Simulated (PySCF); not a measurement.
**Predicted spectroscopic data**

[PySCF 2.14.0 with density-fitted response routines: couplings computed with B3LYP/pcJ-1; shielding tensors at PBE0/pcSseg-1 (GIAO); geometry from GFN2-xTB; a single conformation; no relativistic terms; averaged over atoms made equivalent by symmetry, fast rotation or ring inversion; gas phase]

Shifts are taken against calculated references (same method and geometry level): 1H and 13C against TMS. Multiplet labels drop J under 1 Hz and among equivalent protons, and merge close values. Unscaled 3J(H,H) run several per cent high. Shifts are as computed. Against solution values, carbons near 30 ppm lie about +3 ppm off and those near 130 ppm about +5 ppm. Of 1211 compounds with measured shifts, 218 miss one by over three times the rms of a fit or turn the order of signals round; such compounds aren't used in these exercises. For the larger molecules the spin–dipole term is left out of H,H and C,H couplings. OH and NH positions are gas-phase values without hydrogen bonding to other molecules.

Compound 1 (C2H2N2). 1H NMR (500 MHz, computed): δ 13.30 (br s, 1H), 7.68 (s, 1H). 13C{1H} NMR (computed): δ 148.3 (CH), 117.0 (C). Structure: C-Cyanomethanimine ([H]/N=C\C#N).

Compound 2 (C5H8). 1H NMR (500 MHz, computed): δ 2.52 (sept of d, J = 7.3, 3.4 Hz, 1H), 1.47 (d, J = 3.4 Hz, 1H), 1.23 (d, J = 7.3 Hz, 6H). 13C{1H} NMR (computed): δ 94.6, 74.6, 25.4, 23.0. Structure: 3-methylbut-1-yne (C#CC(C)C).
